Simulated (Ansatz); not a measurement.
Total energies of the cluster Li₂F⁺ from Ansatz at PBE0-D4/def2-TZVP, gas phase (1 Eh = 27.2114 eV = 2625.5 kJ/mol). The reference geometry is relaxed at PBE0-D4/def2-TZVP.

```tsv
atom	x (Å)	y (Å)	z (Å)
Li1	-1.0104	0.1293	-1.3089
Li2	1.0104	-0.1293	1.3090
F3	0.0000	0.0000	0.0000
```

```csv
state,geometry,energy (Eh)
charge 1 singlet,reference,-114.72194
charge 0 doublet,reference,-114.86985
charge 1 triplet,relaxed at PBE0-D4/def2-TZVP,-114.45406
charge 1 quintet,relaxed at PBE0-D4/def2-TZVP,-114.00850
```

Question: Work out the vertical electron affinity, to the doublet.

Answer: E(charge 1 singlet) − E(charge 0 doublet) = -114.72194 − (-114.86985) = 0.14791 Eh = 4.02 eV.

Question: Which of the charge 1 states is lowest, and how far above it are the others?

Answer: The singlet. triplet: -114.45406 − (-114.72194) = 0.26788 Eh = 703.3 kJ/mol; quintet: -114.00850 − (-114.72194) = 0.71344 Eh = 1873.1 kJ/mol. The triplet differs in its bonds from the reference. The quintet differs in its bonds from the reference.

The structure comes from a short search, and lower isomers may exist.
